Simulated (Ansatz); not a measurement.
Mulliken charges of C$_{4}$H$_{4}$F$_{2}$, SMILES `C=CC=C(F)F` from r2SCAN/def2-TZVPP in Ansatz (PBE0-D4/def2-TZVP geometry).

```tsv
atom	x (Å)	y (Å)	z (Å)	charge (e)
C1	0.298	-1.765	0.576	-0.185
C2	0.012	-0.464	0.589	-0.071
C3	0.022	0.374	-0.588	-0.161
C4	-0.264	1.668	-0.569	0.417
F5	-0.262	2.448	-1.624	-0.161
F6	-0.588	2.357	0.500	-0.161
H7	0.561	-2.281	-0.342	0.065
H8	0.278	-2.353	1.485	0.086
H9	-0.246	0.016	1.528	0.083
H10	0.271	-0.051	-1.553	0.089
```

**Question.** By hand: the dipole of these point charges (1 e Å = 4.8032 D).

**Answer.** Σ q r = (0.031, -0.133, -0.016) e Å, of length 0.137 e Å = 0.66 D.

**Question.** How does the dipole of the full density compare? (Estimate.)

**Answer.** The calculation gave: (0.036, -0.152, -0.017) e Å, 0.75 D; the point charges give 0.88 times that, at 1° from its direction.

Point charges leave out the atoms' own dipoles, such as those of lone pairs, and Mulliken's split depends on the basis, so the close match here is no proof of good charges.
